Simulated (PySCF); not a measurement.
Geometry:
```json
{"atom": "Si1", "x (Å)": "-0.202", "y (Å)": "0.163", "z (Å)": "-0.366"}
{"atom": "O2", "x (Å)": "-0.771", "y (Å)": "0.592", "z (Å)": "1.133"}
{"atom": "H3", "x (Å)": "-0.929", "y (Å)": "-0.107", "z (Å)": "1.772"}
{"atom": "O4", "x (Å)": "1.447", "y (Å)": "-0.008", "z (Å)": "-0.434"}
{"atom": "H5", "x (Å)": "1.831", "y (Å)": "-0.804", "z (Å)": "-0.057"}
{"atom": "H6", "x (Å)": "-0.522", "y (Å)": "1.288", "z (Å)": "-1.271"}
{"atom": "H7", "x (Å)": "-0.852", "y (Å)": "-1.123", "z (Å)": "-0.776"}
```

Geometry: PBE0-D3(BJ)/def2-SVP; GIAO shifts from PySCF 2.14.0 with density-fitted response routines, gas phase, non-relativistic, averaged over equivalent atoms.

At KT2/pcSseg-1 (78 basis functions, 3.1 s wall time on 1 thread of an Arm Neoverse V2, shared host):
```tsv
atoms	δ (ppm)
Si1	-25.2
O2/O4	76.3
H6/H7	4.96
H3/H5	1.81
```

Chemical shifts δ = σref − σ; TMS for ²⁹Si (361.05 ppm), ¹H (31.18 ppm); ¹⁷O (330.66 ppm) against H2O, all at this level.

What do these become at PBE0/pcSseg-1?

Answers


```csv
atoms,δ at PBE0/pcSseg-1,change
Si1,-27.9,-2.7
O2/O4,67.3,-9.0
H6/H7,4.78,-0.18
H3/H5,1.83,+0.02
```

Chemical shifts δ = σref − σ; ²⁹Si (351.99 ppm), ¹H (31.27 ppm) vs TMS; H2O for ¹⁷O (334.56 ppm), all at this level.

The largest change is at O2/O4 (oxygen bonded to Si, H). Cost: 78 basis functions, 2.7 s wall time on 1 thread of an Arm Neoverse V2, shared host.

Experimental scales use liquid or dissolved standards, which lie at an offset from isolated H2O (liquid H2O: subtract about 36 ppm).
